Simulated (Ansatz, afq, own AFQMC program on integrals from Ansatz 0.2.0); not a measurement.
# C2H, doublet: AFQMC among the cluster methods

```xyz
3

C     0.0000    0.0000    0.2773
C     0.0000    0.0000   -1.6207
H     0.0000    0.0000    1.3433
```

Connectivity, by distances: CH–C.

Basis 6-31G. Noble-gas cores (and the filled d shells of Ga–Kr and In–Xe) are frozen. Ansatz 0.2.0 and our own AFQMC program on the same integrals; the CISD trial comes from CCSD amplitudes, and released means the phaseless constraint is let go. Uncertainties: one standard error, sampling alone.

Determinant: UHF, the one that the program's search chose, which needn't be the lowest solution. The geometry is a point of a scan.

Full CI on the same integrals is exact in this basis and with this determinant's frozen core.

Cautions: strong correlation (T1 0.091, weight of the determinant 0.70, largest double 0.25); unrestricted determinant spin contaminated (⟨S²⟩ 1.90 against 0.75); CCSD(T) is in doubt: in a space of 9 electrons in 8 natural orbitals full CI lies 114 meV below it.

* T1 diagnostic: 0.0906
* weight of the determinant in the CISD state: 0.702
* ⟨S²⟩ of the determinant: 1.902
* size of the correlated space: 9 electrons in 18 orbitals

```
  level  correlation energy (eV)
    MP2                  -2.3813
   CCSD                  -3.7587
CCSD(T)                  -3.9430
```

Problem. Estimate where phaseless AFQMC with a CISD trial lies against CCSD(T) on the same integrals.

Solution. 5.61 ± 0.36 mEh below CCSD(T).

Reference: full CI, correlation energy -4.159 eV. The released energy is read at 2.40 1/Eh (meV from the phaseless value at times in 1/Eh: -10 ± 9 at 0.24, -46 ± 25 at 0.51, -60 ± 10 at 0.99, -89 ± 9 at 1.62, -90 ± 11 at 2.40). The cautions show a poor starting determinant, so the rows tell how each method copes with it here, and full CI is the sure value.

```
         level  E − E(reference) (mEh)  share of correlation (%)
       CCSD(T)                    7.93                     94.81
         CCSDT                    2.58                     98.31
      CCSDT(Q)                    0.49                     99.68
        CCSDTQ                    0.37                     99.76
   ph-AFQMC/HF            -0.61 ± 1.22                    100.40
 ph-AFQMC/CISD             2.32 ± 0.36                     98.48
released AFQMC            -0.98 ± 0.39                    100.64
```

CCSDT and higher add their correlation energy to the determinant of the CCSD(T) run, since their own runs factorise the integrals more tightly (a shift of under 2 meV). Released energies are given only where the last usable release times agree within the noise; a slower fall can still hide under it.
